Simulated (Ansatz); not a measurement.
Input file for CH3FN2 (`N=C(N)F`):

```yaml
crystal:
  periodic: [false, false, false]
  atoms:
    - {symbol: N, position_ang: [-0.840085, 1.050137, -0.309596]}
    - {symbol: C, position_ang: [-0.251216, -0.045466, -0.170390]}
    - {symbol: N, position_ang: [0.778132, -0.298518, 0.674704]}
    - {symbol: F, position_ang: [-0.590149, -1.174770, -0.827919]}
    - {symbol: H, position_ang: [-1.621000, 0.976348, -0.950965]}
    - {symbol: H, position_ang: [1.221157, 0.511583, 1.070846]}
    - {symbol: H, position_ang: [1.364459, -1.087216, 0.467720]}
basis:
  gaussian: {orbitals: def2-TZVPP}
correlation: {method: ccsd_t}
output: {orbitals: {seedname: orbitals}}
```

```sh
$ ansatz run in.yaml --threads 2 --pin off --events-out ev --progress --plain
```

The program prints (abridged):

```
Functional definition: HF
1028 factors; integrals over basis functions are off by at most 8.9e-4 eV
mean field evaluation 1: about -6746.5200 eV, gradient 4.3e1 eV
mean field evaluation 2: about -6746.5258 eV, gradient 4.3e1 eV
mean field evaluation 4: about -6750.0308 eV, gradient 3.7e0 eV
mean field evaluation 8: about -6750.0856 eV, gradient 4.4e-1 eV
mean field evaluation 16: about -6750.0242 eV, gradient 3.7e0 eV
mean field -6750.08719834 eV, -248.0611291654 hartree, gradient 4.6e-6 eV, S^2 0.000000; 0 other end points of the search recorded, 0 dependent functions left out
4 core orbitals not correlated: weight in the atoms' cores, before any rotation towards them, 1.000 or more for the frozen orbitals, at most 0.000 for the correlated occupied ones
reference -6750.08719834 eV, -248.0611291654 hartree; 12, 12 occupied and 150, 150 virtual orbitals, 1028 factors
second order -22.19904092 eV of doubles, -0.00000000 eV of singles
cycle   1  -21.94911915 eV  change    2.5e-1 eV  update   9.7e-2
cycle   2  -22.43494637 eV  change   -4.9e-1 eV  update   2.9e-2
cycle   3  -22.54973071 eV  change   -1.1e-1 eV  update   1.4e-2
cycle   4  -22.53625370 eV  change    1.3e-2 eV  update   3.3e-3
cycle   5  -22.53447006 eV  change    1.8e-3 eV  update   1.3e-3
cycle   6  -22.53515242 eV  change   -6.8e-4 eV  update   4.2e-4
cycle   7  -22.53486868 eV  change    2.8e-4 eV  update   1.2e-4
cycle   8  -22.53480920 eV  change    5.9e-5 eV  update   4.6e-5
cycle   9  -22.53482378 eV  change   -1.5e-5 eV  update   1.6e-5
perturbative correction -0.89203814 eV, -0.0327817969 hartree
Total energy: -6773.51406026 eV, -248.9220504617 hartree
```

Run time 21 s (2 threads of a server CPU on a shared host); peak host memory 1.5 GiB.

The correlation energy is -23.427 eV, 3.8 % of it from (T); the T1 diagnostic reads 0.0128.
